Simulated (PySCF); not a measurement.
## Computed spin Hamiltonian

Compound: C₆H₈ (charge +1 and doublet state).
Cartesian coordinates in Å at the GFN2-xTB level; atoms count from 1:
```
atom  x, y, z in Å
C1    -1.6508    1.4300   -0.1606
C2    -1.0712    0.1815   -0.1647
C3    -1.8875   -1.0515   -0.1984
C4     0.3162    0.0911   -0.1387
C5     1.5371    0.0072   -0.1172
C6     2.9445   -0.0787   -0.0936
H7    -1.0551    2.3289   -0.1378
H8    -2.7243    1.5411   -0.1808
H9    -1.2795   -1.9515   -0.1987
H10   -2.5301   -1.0468   -1.0821
H11   -2.5668   -1.0720    0.6571
H12    3.2661   -0.4706    0.8790
H13    3.4080    0.8948   -0.2551
H14    3.2928   -0.8039   -0.8355
```

The hyperfine couplings belong to this conformer and change with its torsions.

Identity: `[CH2+][C](C)C#CC` [radical] (charge +1).

Theory: UKS B3LYP, pcH-1 on C H, non-relativistic, mean-field spin-orbit, GIAO (PySCF 2.14.0). The structure is a single GFN2-xTB conformer in the gas phase; no vibrational or solvent corrections. GFN2-xTB frequencies show an imaginary mode (31i cm⁻¹), so this geometry is no minimum at that level. Couplings are sensitive to structure, and on GFN2-xTB geometries they can be far from those on DFT ones, by a factor of two or more for some ions and for spin on atoms past the first row. Stability of the SCF solution: not tested.

```
g1, g2, g3        : 2.00218, 2.00289, 2.00525
g_iso             : 2.00344
Form of g         : rhombic: the two nearest values differ by 23 % of g3 − g1
⟨S²⟩              : 0.7643 (exact 0.7500)
α and β electrons : 22, 21
Basis functions   : 230
```

Isotropic coupling and dipolar principal values T1 to T3, in MHz:

```tsv
atom	isotope	a_iso	T1	T2	T3	Mulliken spin population
C1	13C	42.0	-45.6	-45.3	91.0	0.57
C2	13C	-14.8	-7.3	-3.3	10.6	0.04
C3	13C	-3.1	-2.4	-0.6	3.0	0.01
C4	13C	-10.3	-16.0	-6.5	22.5	0.07
C5	13C	16.3	-27.2	-26.4	53.6	0.31
C6	13C	-12.3	-2.9	-1.4	4.3	-0.01
H7	1H	-36.9	-19.9	-3.3	23.2	-0.02
H8	1H	-37.3	-21.4	-2.9	24.3	-0.02
H9	1H	-2.3	-1.8	-0.4	2.2	0.00
H10	1H	26.9	-3.3	-0.6	3.9	0.01
H11	1H	26.8	-3.2	-0.6	3.9	0.01
H12	1H	84.1	-3.6	-1.6	5.2	0.03
H13	1H	3.9	-2.1	-1.4	3.6	0.00
H14	1H	51.6	-3.2	-1.6	4.8	0.02
```

The Mulliken spin populations are largest on C1 (+0.57), C5 (+0.31) and C4 (+0.07). The angles at C1 add up to 360.0°, so it is planar.

The SMILES `[CH2+][C](C)C#CC` draws the unpaired electron on C2, whose computed spin population is only +0.04.

Axes: g3 points within 10° of the C1–H8 bond.

Under fast tumbling the dipolar parts average out, and these isotropic splittings remain: 3 × 1H (H12/H13/H14, I = 1/2, 4 lines) with 1.66 mT, 1 × 1H (H8, I = 1/2, 2 lines) with 1.33 mT, 1 × 1H (H7, I = 1/2, 2 lines) with 1.31 mT and 3 × 1H (H9/H10/H11, I = 1/2, 4 lines) with 0.61 mT.

Means are taken over nuclei equivalent by connectivity, which assumes that they swap fast. H7 and H8 aren't averaged: C1 is flat or nearly so (angle sum 360°), and its turn about the short C1–C2 bond (1.38 Å) is taken as slow. The three 1H nuclei of mean +46.5 MHz run from 3.9 to 84.1 MHz in the frozen geometry. The three 1H nuclei of mean +17.1 MHz run from -2.3 to 26.9 MHz in the frozen geometry.

The 13C coupling of C1 (42.0 MHz) shows only in satellite lines or after enrichment, since that isotope makes up about 1.07 % of natural carbon.

The spin density at the nucleus, in bohr⁻³, is negative for C2 (-0.0132), C6 (-0.0109) and C4 (-0.0092), for instance. A restricted open-shell determinant has no negative spin density anywhere; here it arises because α and β orbitals differ (spin polarisation).

Time: 36 s wall (with the writing of density and orbital grids); peak memory 0.86 GiB. Hardware: one thread, Arm Neoverse V1 (aarch64), no GPU, shared host with 32 logical CPUs at a one-minute load of 13.
